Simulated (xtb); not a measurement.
xtb input:

```bash
xtb mol.xyz --gfn 2 --ohess tight --chrg -1 --uhf 0
```
mol.xyz:
```
11

O     -0.00818500     1.65515817    -0.07740818
C     -0.05898834     0.34543471     0.44865938
H      0.84953630     2.02709542     0.24492763
C     -1.33118968    -0.29655802     0.01630101
C      1.17213184    -0.51218716     0.01018720
H     -1.33140102    -0.35138358    -1.07693022
H      1.19559392    -0.54953188    -1.10892588
H     -2.19101120     0.36703021     0.32178670
H      2.13503103    -0.04042223     0.36358363
H     -1.44276231    -1.27021478     0.45123054
H      1.11723362    -1.48340467     0.42469240
```

Predict the final energy.

-14.14475 Eh (GFN2-xTB).

It need not be the lowest isomer of its formula. Whether it binds its extra electron was not tested at this geometry.
